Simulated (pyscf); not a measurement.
silane (SiH₄) + H atom (H•) → silyl (SiH₃•) + hydrogen (H₂) (hydrogen abstraction; doublet surface; H–Si broken, H–H formed). PySCF, gas phase, ωB97X-D3(BJ)/def2-SVP geometries. Energies in kJ/mol from the separated reactants.

| level | barrier | reaction energy |
|---|---|---|
| ωB97X-D3(BJ)/def2-TZVP | 20.7 | -43.6 |
| PBE/def2-TZVP | 1.2 | -56.4 |
| r²SCAN/def2-TZVP | -3.2 | -64.0 |
| B3LYP-D3(BJ)/def2-TZVP | ? | ? |
| PBE0-D3(BJ)/def2-TZVP | ? | -51.3 |
| ωB97M-D3(BJ)/def2-TZVP | 20.8 | -46.5 |

### Question
What belongs in the gaps?

### Answer

- B3LYP-D3(BJ)/def2-TZVP, barrier: 1.9
- B3LYP-D3(BJ)/def2-TZVP, reaction energy: -60.5
- PBE0-D3(BJ)/def2-TZVP, barrier: 8.3

At r²SCAN this geometry lies under the reactants; that is no barrier but a single point on another level's saddle; such a level's own saddle, if it has one, lies nearer that side and is low. This is the saddle that the search found; another between the same sides may lie lower. The angle at the transferred H is 180°.
